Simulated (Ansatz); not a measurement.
Zinc-blende BP, relaxed in Ansatz (plane waves) with several semilocal functionals. Each gives its own volume and its own bulk modulus:

```json
[
 {"level": "LDA", "V0 (Å³/atom)": "11.317", "bulk modulus (GPa)": "175.7", "ln V0": "2.4263", "ln B0": "5.1688"},
 {"level": "r²SCAN-D4", "V0 (Å³/atom)": "11.548", "bulk modulus (GPa)": "172.3", "ln V0": "2.4465", "ln B0": "5.1492"},
 {"level": "r²SCAN+rVV10", "V0 (Å³/atom)": "11.626", "bulk modulus (GPa)": "171.4", "ln V0": "2.4532", "ln B0": "5.1440"},
 {"level": "r²SCAN", "V0 (Å³/atom)": "11.670", "bulk modulus (GPa)": "169.4", "ln V0": "2.4570", "ln B0": "5.1323"},
 {"level": "revPBE", "V0 (Å³/atom)": "11.918", "bulk modulus (GPa)": "156.9", "ln V0": "2.4780", "ln B0": "5.0556"},
 {"level": "RPBE", "V0 (Å³/atom)": "11.969", "bulk modulus (GPa)": "155.3", "ln V0": "2.4823", "ln B0": "5.0454"}
]
```

**Question.** Fit a straight line to ln B0 against ln V0. What does it predict for PBE, whose volume is 11.761 Å³/atom?

**Answer.** With x = ln V0 and y = ln B0: means 2.45722 and 5.11588; Σ(Δx Δy) = -0.005130, Σ(Δx²) = 0.002148, so the slope is -2.39. At x = 2.4648 the line gives y = 5.11588 + (-2.39) × (2.4648 − 2.45722) = 5.0978, or 163.7 GPa. The run with PBE gives 162.0 GPa, -1.0 % from the line. The rows used scatter about it by up to 2.1 %, while the largest value lies 13 % above the smallest. For comparison, PBE's own equation of state has B′ = 3.8, the slope −d ln B/d ln V at a fixed functional; the two needn't agree, since functionals also differ at one volume.

Measured: 176 GPa (measured, 0 K, zero-point effect removed, our sources range from 168 to 176; as tabulated in Goldzak et al. (2022), arXiv:2208.04865).

Ansatz's density-functional and Hartree–Fock values are scalar-relativistic unless marked +SOC, with PAW data made under PBE.

Ansatz is a quantum-chemistry and plane-wave program.
